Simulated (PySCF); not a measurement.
Ligands exchanged one at a time, Si Cl-Br. Gas-phase values, no solvent. Strings in code marks are SMILES.

Computed with B3LYP-D3(BJ)/def2-TZVP run with PySCF. B3LYP has the VWN-RPA correlation part, as in Gaussian. 

```csv
species,HOMO (eV),LUMO (eV)
0 of 4 Cl replaced by Br,-9.25,-1.00
1 of 4 Cl replaced by Br (`[Si](Cl)(Cl)(Cl)Br`),-8.77,-1.34
2 of 4 Cl replaced by Br (`Cl[Si](Cl)(Br)Br`),-8.54,-1.63
3 of 4 Cl replaced by Br (`Cl[Si](Br)(Br)Br`),-8.43,-1.86
4 of 4 Cl replaced by Br,-8.42,-2.07
```
